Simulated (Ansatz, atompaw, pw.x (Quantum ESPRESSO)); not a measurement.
## Hf (Z = 72) (bcc): variants of one PAW (atompaw) potential in the solid

```json
{"Element": "hafnium (Hf)", "Generator": "atompaw 4.2.0.5", "Type": "PAW", "Functional": "PBEsol", "Relativity": "scalar-relativistic", "Frozen core": "[Xe] 4f14", "Valence charge": "4", "Reference configuration": "5d2 6s2 6p0", "Partial waves": "6s (bound): rc 3.00 bohr; 6s channel at 0.2 Ry: rc 3.00 bohr; 6p (bound, empty): rc 3.00 bohr; 6p channel at 2 Ry: rc 3.00 bohr; 5d (bound): rc 1.70 bohr; 5d channel at 1.4 Ry: rc 3.00 bohr", "Local potential": "ultrasoft scheme with l = 3 at 0 Ry, radius 2.80 bohr", "Core correction": "smooth core density matched at 2.55 bohr", "Augmentation charge": "besselshape compensation charge, radius 2.50 bohr; PAW radius 3.00 bohr; waves and projectors: custom rrkj gramschmidtortho"}
```

Crystal test: bcc Hf in pw.x 7.5, no spin, 13³ k-points, Fermi–Dirac smearing 0.01 Ry, cutoffs set for each file from its atomic test. The reference is all-electron LAPW (Ansatz 0.2.0) with the same functional, mesh and smearing; V0 and B0 come from Birch–Murnaghan fits to the pressures at five volumes. Errors are pseudo minus all-electron; Δ is the rms difference of the E(V) curves that follow from these fits, minima aligned, over ±6 % about the mean V0. Mesh and smearing are coarse, so the numbers serve the comparison and aren't converged zero-temperature values; the lattice is a test structure that the element need not adopt.

All-electron: a0 = 3.497 Å (V0 = 21.39 Å³/atom), B0 = 103.7 GPa.

Base: The largest radius (3.00 bohr) exceeds half the bond length (2.86 bohr), so the spheres overlap, which is one possible source of error among others.

2 further variants are left out: they gave no file fit for a test, a broken result, the same result as the base, or pressures whose basis-set error rivals the error shown.

```csv
change,cutoffs (Ry),pw.x,a0 (Å),a0 error (%),B0 error (%),Δ (meV/atom),mean pressure error (GPa)
base,45/450,converged,3.505,+0.22,+5.5,3.5,+0.77
reference 5d2.5 6s1.5 6p0,45/450,converged,3.496,-0.03,+5.9,0.7,-0.07
"all radii scaled by about 0.93 (s 2.80, p 2.80, d 1.58 bohr); local potential ultrasoft scheme with l = 3 at 0 Ry, radius 2.62 bohr; augmentation besselshape compensation charge, radius 2.34 bohr; PAW radius 2.80 bohr; waves and projectors: custom rrkj gramschmidtortho; core correction smooth core density matched at 2.38 bohr",50/500,converged,3.492,-0.17,+5.1,2.5,-0.53
```

Problem. Give the row for: core correction smooth core density matched at 1.90 bohr.

Solution. pw.x: converged; mean pressure error (GPa): +0.45; a0 (Å): 3.502; a0 error (%): +0.13; B0 error (%): +5.0; Δ (meV/atom): 2.1.
